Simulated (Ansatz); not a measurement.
BH4⁺, triplet along the distance B1-H5

Starting geometry (PBE0/def2-TZVP stationary point for this spin, not checked as a minimum):

```xyz
5

B     0.0000    0.0000    0.0000
H     0.4725    0.4863    1.0573
H    -0.4858   -0.4709    1.0582
H    -0.4719    0.4714   -1.0643
H     0.4852   -0.4868   -1.0513
```

From there H5 moves along the line of the two atoms named below, all else staying in place; atoms are numbered as listed. Energies are in eV, counted from the starting geometry at the same level.

Basis cc-pVDZ; Ansatz 0.2.0. Only valence electrons are correlated (noble-gas cores frozen). R marks a restricted (for open shells ROHF) determinant, U an unrestricted one.

Full CI is exact within this basis and frozen core; it isn't the basis-set limit. The frozen core follows each run's orbitals, which can shift R against U totals by a few meV.

| distance B1-H5 (Å) | full CI | unpaired electrons (full CI) | error RHF | error RMP2 | error UMP2 | error UCCSD(T) | error UCCSDT | error UCCSDT(Q) |
| --- | --- | --- | --- | --- | --- | --- | --- | --- |
| 1.024 | 0.807 | 2.02 | -0.050 | -0.020 | -0.021 | -0.002 | 0.000 | 0.000 |
| 1.132 | 0.204 | 2.02 | -0.026 | -0.011 | -0.012 | -0.001 | 0.000 | 0.000 |
| 1.256 | 0.000 | 2.02 | 0.000 | 0.000 | 0.000 | 0.000 | 0.000 | 0.000 |
| 1.389 | 0.094 | 2.02 | 0.021 | 0.014 | 0.016 | 0.001 | 0.000 | 0.000 |
| 1.522 | 0.336 | 2.03 | 0.025 | 0.032 | 0.036 | 0.003 | 0.000 | 0.000 |
| 1.772 | 0.838 | 2.03 | -0.086 | 0.074 | 0.047 | 0.005 | 0.000 | 0.000 |
| 2.042 | 1.184 | 2.03 | -0.314 | 0.023 | -0.007 | 0.004 | 0.000 | 0.000 |
| 2.270 | 1.306 | 2.02 | -0.438 | -0.027 | -0.048 | 0.001 | 0.000 | 0.000 |
| 2.774 | 1.363 | 2.02 | -0.533 | -0.061 | -0.079 | -0.002 | 0.000 | 0.000 |
| 3.341 | 1.374 | 2.02 | -0.554 | -0.065 | -0.084 | -0.003 | 0.000 | 0.000 |
| 4.364 | 1.387 | 2.02 | -0.560 | -0.066 | -0.085 | -0.003 | 0.000 | 0.000 |

Unpaired electrons are Σ n²(2−n)² over natural occupations. Errors are those of relative energies. In total energy the starting point itself misses full CI by: RHF 3.203, RMP2 0.698, UMP2 0.721, UCCSD(T) 0.015, UCCSDT 0.000, UCCSDT(Q) -0.001 eV.

Spread of the error over the points with a reference, to 4.364 Å (largest less smallest): UCCSDT(Q) 0.001, UCCSDT 0.001, UCCSD(T) 0.008, UMP2 0.132, RMP2 0.140, RHF 0.586 eV.

Going outwards, the relative energy of RHF first misses by more than 0.043 eV (1 kcal/mol) at 1.772 Å.

Going outwards, the relative energy of UMP2 first misses by more than 0.043 eV (1 kcal/mol) at 1.772 Å.
